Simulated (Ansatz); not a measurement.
C₂H₄FO, SMILES `[CH2]OCF` radical, charge 0, multiplicity 2.

Problem. Give a relaxed structure at PBE0-D4/def2-TZVP (Ansatz 0.2.0). (An estimate is asked.)

Solution. The calculation gave: 
Z-matrix (Å, degrees):
```
C
O 1 1.379
F 1 1.374 2 110.7
H 1 1.090 2 107.1 3 -117.9
H 1 1.096 2 111.3 3 119.1
C 2 1.357 1 115.5 3 -71.2
H 6 1.083 2 118.5 1 24.7
H 6 1.079 2 113.6 1 178.8
```
